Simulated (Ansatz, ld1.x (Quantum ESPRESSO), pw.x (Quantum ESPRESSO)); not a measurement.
**pw.x on diamond Os: one setting changed**

Potential: PAW, ld1.x (Quantum ESPRESSO) 7.5, PBEsol; core [Kr] 4d10 4f14, reference 5s2 5p6 5d6 6s2 6p0; waves: 5s (bound): rcut 1.30, rcutus 1.40 bohr; 6s (bound): rcut 1.30, rcutus 1.40 bohr; 5p (bound): rcut 2.10, rcutus 2.20 bohr; 6p (bound, empty): rcut 2.10, rcutus 2.20 bohr; 5d (bound): rcut 2.25, rcutus 2.70 bohr; 5d channel at 0.2 Ry: rcut 2.25, rcutus 2.70 bohr; local part: all-electron potential smoothed inside 2.15 bohr (lloc = -1); core correction: Bessel-smoothed model core, default radius (core density twice the valence density); augmentation: BESSEL, radius 1.50 bohr.

The reference run (k-mesh 8³, cutoffs 60/480 Ry, Fermi–Dirac 0.01 Ry, mixing_beta 0.4, conv_thr 1e-9, no spin) gives -1.78 GPa at 20.823 Å³/atom, where all-electron LAPW gives 0.05 GPa. This run, with its own iteration cap, changes ecutrho/ecutwfc to 3.

```
&control
  calculation='scf', prefix='x', pseudo_dir='./', outdir='./tmp', tstress=.true., disk_io='none'
/
&system
  ibrav=0, nat=2, ntyp=1, ecutwfc=60, ecutrho=180, nbnd=26,
  occupations='smearing', smearing='fd', degauss=0.01
/
&electrons
  conv_thr=1e-09, mixing_beta=0.4, electron_maxstep=70
/
ATOMIC_SPECIES
Os 1.0 Os.UPF
CELL_PARAMETERS angstrom
  0.00000000 2.75115103 2.75115103
  2.75115103 0.00000000 2.75115103
  2.75115103 2.75115103 0.00000000
ATOMIC_POSITIONS crystal
Os 0.0000 0.0000 0.0000
Os 0.2500 0.2500 0.2500
K_POINTS automatic
8 8 8 0 0 0
```

```bash
pw.x < Os.scf.in > Os.scf.out
```

Task: How does the run end?

Result: It converges in 14 iterations; the free energy moves by -225.4 meV/atom and the pressure by +18.12 GPa. Below 4 the density is truncated and F is no longer variational, so a small shift in one case is no licence.

```
Message from routine set_cutoff:
     ecutrho < 4*ecutwfc, are you sure?
     Message from routine setup:
     using ibrav=0 with symmetry is DISCOURAGED, use correct ibrav instead
     lattice parameter (alat)  =       7.3524  a.u.
     unit-cell volume          =     281.0411 (a.u.)^3
     number of electrons       =        32.00
     number of Kohn-Sham states=           26
     kinetic-energy cutoff     =      60.0000  Ry
     charge density cutoff     =     180.0000  Ry
     scf convergence threshold =      1.0E-09
     Exchange-correlation= SLA  PW   PSX  PSC
     number of k points=    29  Fermi-Dirac smearing, width (Ry)=  0.0100
     iteration #  1     ecut=    60.00 Ry     beta= 0.40
     total energy              =   -1647.04560409 Ry
     estimated scf accuracy    <       0.10093403 Ry
     iteration #  2     ecut=    60.00 Ry     beta= 0.40
     total energy              =   -1647.06369089 Ry
     estimated scf accuracy    <       0.03119150 Ry
     iteration #  3     ecut=    60.00 Ry     beta= 0.40
     total energy              =   -1647.06836351 Ry
     estimated scf accuracy    <       0.00131821 Ry
     iteration #  4     ecut=    60.00 Ry     beta= 0.40
     total energy              =   -1647.06893826 Ry
     estimated scf accuracy    <       0.00124214 Ry
     iteration #  5     ecut=    60.00 Ry     beta= 0.40
     total energy              =   -1647.06900824 Ry
     estimated scf accuracy    <       0.00190004 Ry
     iteration #  6     ecut=    60.00 Ry     beta= 0.40
     total energy              =   -1647.07009945 Ry
     estimated scf accuracy    <       0.00050201 Ry
     [... 2 iterations left out ...]
     iteration #  9     ecut=    60.00 Ry     beta= 0.40
     total energy              =   -1647.07015329 Ry
     estimated scf accuracy    <       0.00000311 Ry
     iteration # 10     ecut=    60.00 Ry     beta= 0.40
     total energy              =   -1647.07015234 Ry
     estimated scf accuracy    <       0.00000156 Ry
     iteration # 11     ecut=    60.00 Ry     beta= 0.40
     total energy              =   -1647.07015280 Ry
     estimated scf accuracy    <          4.2E-09 Ry
     iteration # 12     ecut=    60.00 Ry     beta= 0.40
     total energy              =   -1647.07015283 Ry
     estimated scf accuracy    <       0.00000002 Ry
     iteration # 13     ecut=    60.00 Ry     beta= 0.40
     total energy              =   -1647.07015284 Ry
     estimated scf accuracy    <          9.9E-09 Ry
     iteration # 14     ecut=    60.00 Ry     beta= 0.40
     the Fermi energy is    13.9244 ev
!    total energy              =   -1647.07015285 Ry
     estimated scf accuracy    <          5.0E-10 Ry
     smearing contrib. (-TS)   =      -0.00727872 Ry
     convergence has been achieved in  14 iterations
          total   stress  (Ry/bohr**3)                   (kbar)     P=      163.41
     Message from routine punch:
     Nothing written, as per user request (disk_io='none')
```

The run took about 40 s on one core of a shared host (Neoverse-V1, 32 threads, 247 GiB, load 20).
